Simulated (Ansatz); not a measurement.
# [SiH3]− (SMILES [SiH3-]): levels of theory compared

We compute a comparison of 6 runs (UHF/6-31G, CAM-B3LYP/6-31G, UB3LYP/6-31G, r2SCAN0/3-21G, UMP2/6-31G, UCCSD(T)/6-31G) of [SiH3]−. 

Program for the calculation: Ansatz 0.2.0.

2 further runs of the same task are left out: 2 set aside as unsound or not needed.

## 1. The system as given

[SiH3]−: 4 atoms, total charge -1, spin state singlet. SMILES: `[SiH3-]`. The H2–Si1 distance was set to 1.932 Å, away from the relaxed value.

Bond lengths: Si1–H3 1.546 Å, Si1–H4 1.546 Å. Angles: H3–Si1–H4 94.1°. A long bond or contact: Si1–H2 1.932 Å.

## 2. A single-point energy at UHF/6-31G (run 1)

run.yaml

```yaml
crystal:
  periodic: [false, false, false]
  atoms:
    - {symbol: Si, position_ang: [0.567973, -0.218940, -0.647580]}
    - {symbol: H, position_ang: [0.426600, 0.622300, 1.085900]}
    - {symbol: H, position_ang: [-0.270227, -1.451940, -0.239880]}
    - {symbol: H, position_ang: [-0.639527, 0.543960, -1.238480]}
basis:
  gaussian: {orbitals: 6-31G}
total_charge: -1
magnetization: {spin_polarized: true, initial_magnetization: 0}
hamiltonian: {xc: hf}
accuracy: high
```

Started as:

```sh
$ ansatz run run.yaml --threads 1 --pin off --max-ram 2610MiB --events-out events.jsonl --progress --plain --runs-dir runs
```

What it wrote:

```text
Warning: RAYON_NUM_THREADS=1 ignored (pool sized by the plan → 1); use --threads N
Functional definition: HF
  name "HF"
  exchange = exact_x
  correlation = 0
412 factors; integrals over basis functions are off by at most 3.4e-9 eV
mean field evaluation 1: about -7906.0399 eV, gradient 5.4e0 eV
mean field evaluation 2: about -7906.0401 eV, gradient 5.4e0 eV
mean field evaluation 4: about -7906.4152 eV, gradient 4.0e-1 eV
mean field evaluation 8: about -7906.4190 eV, gradient 1.0e-6 eV
mean field -7906.41899165 eV, -290.5555387797 hartree, gradient 1.6e-8 eV, S^2 0.000000; 0 other end points of the search recorded, 0 dependent functions left out
reference -7906.41899165 eV, -290.5555387797 hartree; 9, 9 occupied and 10, 10 virtual orbitals, 412 factors
Total energy: -7906.41899165 eV, -290.5555387797 hartree
```

Wall time 0.16 s (1 thread of Intel Xeon Platinum 8488C (Sapphire Rapids), shared host).

## 3. A single-point energy at CAM-B3LYP/6-31G (run 2)

job.yaml

```yaml
crystal:
  periodic: [false, false, false]
  atoms:
    - {symbol: Si, position_ang: [0.567973, -0.218940, -0.647580]}
    - {symbol: H, position_ang: [0.426600, 0.622300, 1.085900]}
    - {symbol: H, position_ang: [-0.270227, -1.451940, -0.239880]}
    - {symbol: H, position_ang: [-0.639527, 0.543960, -1.238480]}
basis:
  gaussian:
    orbitals: 6-31G
total_charge: -1
hamiltonian:
  xc: {name: CAM-B3LYP}
accuracy: high
```

Started as:

```sh
$ ansatz run job.yaml --threads 1 --pin off --max-ram 2610MiB --events-out events.jsonl --progress --plain --runs-dir runs
```

What it wrote:

```text
Warning: RAYON_NUM_THREADS=1 ignored (pool sized by the plan → 1); use --threads N
Functional definition: CAM-B3LYP
  name "CAM-B3LYP"
  parameter alpha = 0.19
  parameter beta = 0.46
  parameter omega = 0.33/bohr
  parameter ac = 0.81
  exchange = (1 - alpha - beta)*b88_x + beta*b88_x_sr(omega) + alpha*exact_x + beta*exact_x_lr(omega)
  correlation = (1 - ac)*vwn5_c + ac*lyp_c
412 factors; integrals over basis functions are off by at most 3.4e-9 eV
187 factors; integrals over basis functions are off by at most 2.4e-9 eV
mean field evaluation 1: about -7923.8659 eV, gradient 5.7e0 eV
mean field evaluation 2: about -7924.0069 eV, gradient 2.7e0 eV
mean field evaluation 4: about -7924.0434 eV, gradient 6.0e-2 eV
mean field evaluation 8: about -7924.0410 eV, gradient 5.1e-4 eV
mean field evaluation 16: about -7924.0410 eV, gradient 1.4e-8 eV
mean field -7924.04096552 eV, -291.2031343752 hartree, gradient 1.4e-8 eV, S^2 0.000000; 0 other end points of the search recorded, 0 dependent functions left out
reference -7924.04098093 eV, -291.2031349413 hartree; 9, 9 occupied and 10, 10 virtual orbitals, 412 factors
Total energy: -7924.04098093 eV, -291.2031349413 hartree
```

Run time: 0.71 s. Hardware: 1 thread of Intel Xeon Platinum 8488C (Sapphire Rapids), shared host.

Runs 3 to 5 aren't shown in full; the table further down has their settings and results.

## 4. A single-point energy at UCCSD(T)/6-31G (run 6)

input.yaml

```yaml
crystal:
  periodic: [false, false, false]
  atoms:
    - {symbol: Si, position_ang: [0.567973, -0.218940, -0.647580]}
    - {symbol: H, position_ang: [0.426600, 0.622300, 1.085900]}
    - {symbol: H, position_ang: [-0.270227, -1.451940, -0.239880]}
    - {symbol: H, position_ang: [-0.639527, 0.543960, -1.238480]}
basis:
  gaussian:
    orbitals: 6-31G
total_charge: -1
magnetization:
  spin_polarized: true
  initial_magnetization: 0
correlation:
  method: ccsd_t
  frozen_orbitals: {H: 0, Si: 5}
accuracy: high
scf:
  omitted_lower_state_checks: [cluster_reference, increment]
```

Started as:

```sh
$ ansatz run input.yaml --threads 1 --pin off --max-ram 2610MiB --events-out events.jsonl --progress --plain --runs-dir runs
```

What it wrote, cut to the lines that bear on the results:

```text
Warning: RAYON_NUM_THREADS=1 ignored (pool sized by the plan → 1); use --threads N
[... 2 set-up lines as earlier in the session ...]
[...]
412 factors; integrals over basis functions are off by at most 3.4e-9 eV
[...]
mean field -7906.41899165 eV, -290.5555387797 hartree, gradient 1.6e-8 eV, S^2 0.000000; 0 other end points of the search recorded, 0 dependent functions left out
5 core orbitals not correlated: weight in the atoms' cores, before any rotation towards them, 1.000 or more for the frozen orbitals, at most 0.000 for the correlated occupied ones
reference -7906.41899165 eV, -290.5555387797 hartree; 4, 4 occupied and 10, 10 virtual orbitals, 412 factors
second order -1.64150546 eV of doubles, -0.00000000 eV of singles
cycle   1  -2.06071634 eV  change   -4.2e-1 eV  update   6.3e-2
[...]
cycle  20  -2.29688774 eV  change  -3.9e-10 eV  update  3.8e-10
perturbative correction -0.03050931 eV, -0.0011211964 hartree
Total energy: -7908.74638869 eV, -290.6410690435 hartree
Checks for a lower state left out: cluster_reference, increment
```

Wall time 0.24 s (1 thread of Intel Xeon Platinum 8488C (Sapphire Rapids), shared host).

## 5. Overview of the runs

```csv
run,level,frozen core orbitals,energy (Eh),wall time
1,UHF/6-31G,–,-290.555539,0.16 s
2,CAM-B3LYP/6-31G,–,-291.203135,0.71 s
3,UB3LYP/6-31G,–,-291.232727,1.1 s
4,r2SCAN0/3-21G,–,-289.652391,1 s
5,UMP2/6-31G,5,-290.615863,0.18 s
6,UCCSD(T)/6-31G,5,-290.641069,0.24 s
```

## 6. Summary of results

| quantity | value |
| --- | --- |
| run 6: total energy | -290.64107 Eh |
| run 6: correlation energy (5 core orbitals frozen) | -85.5 mEh |
| run 6: (T) correction | -1.12 mEh |
| run 6: T1 diagnostic | 0.014 |

Below the UHF energy at the same shape and in the same basis (6-31G): UMP2 -60.3 mEh; UCCSD(T) -85.5 mEh. Totals of different functionals can't be ranked against each other. All runs together took 3.4 s, the longest 1.1 s.
